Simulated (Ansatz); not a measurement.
`BBN` at its PBE0-D4/def2-TZVP geometry, where that method's forces vanish. Total charge 0; spin multiplicity 1.

```xyz
8

B     0.9247   -0.6697    0.8227
B    -0.2156    0.3690    0.1994
N    -0.7931    0.3783   -1.0657
H     0.6236   -1.6534    1.4424
H     2.1008   -0.4307    0.7771
H    -0.5878    1.2333    0.9608
H    -1.4806    1.0564   -1.3464
H    -0.5721   -0.2831   -1.7902
```

Task: What forces (eV/Å) does ωB97M-V/def2-TZVPP give on these atoms in Ansatz? (An estimate is asked.)

Result: Computed: 
```
B1   0.129 -0.114  0.077
B2  -0.012  0.119  0.192
N3  -0.052 -0.011 -0.136
H4   0.036  0.135 -0.089
H5  -0.163 -0.030  0.001
H6   0.037 -0.096 -0.094
H7   0.034 -0.031  0.018
H8  -0.010  0.029  0.032
```
